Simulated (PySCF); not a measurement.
Molecule: Phosphorus pentafluoride (SMILES F[P@TB1](F)(F)(F)F).

Cartesian coordinates in Å; atom numbers follow the order of the lines, from 1:
```xyz
6

F     1.562    0.222   -0.208
P    -0.001    0.017    0.020
F    -0.228    1.561   -0.125
F     0.288   -0.600    1.433
F    -0.061   -0.900   -1.251
F    -1.563   -0.195    0.248
```

Geometry PBE0-D3(BJ)/def2-SVP throughout; GIAO in PySCF, gas phase, one conformer, non-relativistic; equivalent atoms averaged; basis pcSseg-2.

Q: How do the absolute shieldings σ depend on the functional? (ppm; last column core-seconds on 1 thread of an Arm Neoverse V1, shared host)

A: 
```csv
functional,kind,F1,F6,F3/F4/F5,P2,core-s
HF,Hartree–Fock,270.4,270.5,280.1,441.7,8.4
LDA,LDA,196.7,196.7,204.9,317.1,17
PBE,GGA,206.9,207.0,215.2,338.6,21
BLYP,GGA,209.4,209.4,217.6,330.8,20
BP86,GGA,207.9,207.9,216.0,337.9,20
OPBE,GGA,215.1,215.2,224.5,367.4,21
```

Q: Which nucleus moves most, in ppm?

A: P2 (phosphorus bonded to 5 F): from 317.1 ppm with LDA to 441.7 ppm with HF. The smallest spread is 73.7 ppm, at F1.
